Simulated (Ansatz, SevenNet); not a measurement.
## How well does each level of theory give the TO(Γ) frequency of zinc-blende AlAs?

Reference value: 361 cm⁻¹ (measured, temperature not stated, no zero-point or thermal correction; as tabulated in Giannozzi et al., Phys. Rev. B (1991)).

Question: Put these levels in order of the TO(Γ) frequency that they give for zinc-blende AlAs, smallest first: LDA (Ansatz, a first-principles code), PBE (Ansatz), SevenNet-0 (SevenNet).

Answer: SevenNet-0 (289 cm⁻¹), PBE (345 cm⁻¹), LDA (358 cm⁻¹)

Unless a cell is named, each level is at its own relaxed cell (SevenNet-0 23.50, LDA 22.29, PBE 23.50 Å³/atom).

Differences against the reference: SevenNet-0 -19.9 %, LDA -0.8 %, PBE -4.4 %.

The measured value isn't corrected to a static lattice, so vibrations enter the comparison.  Each level is taken at its own relaxed cell. Ansatz's density-functional and Hartree–Fock values are scalar-relativistic unless marked +SOC, with PAW data made under PBE.

Machine-learned potentials (SevenNet-0) are trained on DFT data, which may include these solids.

Differences are worked out from the printed values.
